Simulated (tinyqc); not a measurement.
Inside a calculation. Method: MP2 on RHF in the sto-3g basis, for H2O, spin multiplicity 1. One step of it, computed by the program tinyqc.

Problem. Orthogonalisation. S = U s U^T; symmetric (Loewdin) form X = U s^(-1/2) U^T, so that X^T S X = 1.

overlap S:
```
           1O 1s     1O 2s    1O 2px     1O 2py    1O 2pz     2H 1s      3H 1s
1O 1s   1.000000  0.236704  0.000000   0.000000  0.000000  0.062393   0.062393
1O 2s   0.236704  1.000000  0.000000   0.000000  0.000000  0.515901   0.515901
1O 2px  0.000000  0.000000  1.000000   0.000000  0.000000  0.000000   0.000000
1O 2py  0.000000  0.000000  0.000000   1.000000  0.000000  0.323373  -0.323373
1O 2pz  0.000000  0.000000  0.000000   0.000000  1.000000  0.258237   0.258237
2H 1s   0.062393  0.515901  0.000000   0.323373  0.258237  1.000000   0.295699
3H 1s   0.062393  0.515901  0.000000  -0.323373  0.258237  0.295699   1.000000
```

Give: eigenvalues of S; X.

Solution.

eigenvalues of S: 0.302  0.372  0.885  1.000  1.091  1.333  2.018

X:
```
         1O 1s   1O 2s  1O 2px  1O 2py  1O 2pz   2H 1s   3H 1s
1O 1s    1.024  -0.147   0.000   0.000  -0.012   0.023   0.023
1O 2s   -0.147   1.303   0.000   0.000   0.138  -0.337  -0.337
1O 2px   0.000   0.000   1.000   0.000   0.000   0.000   0.000
1O 2py   0.000   0.000   0.000   1.134   0.000  -0.261   0.261
1O 2pz  -0.012   0.138   0.000   0.000   1.068  -0.166  -0.166
2H 1s    0.023  -0.337   0.000  -0.261  -0.166   1.261  -0.111
3H 1s    0.023  -0.337   0.000   0.261  -0.166  -0.111   1.261
```
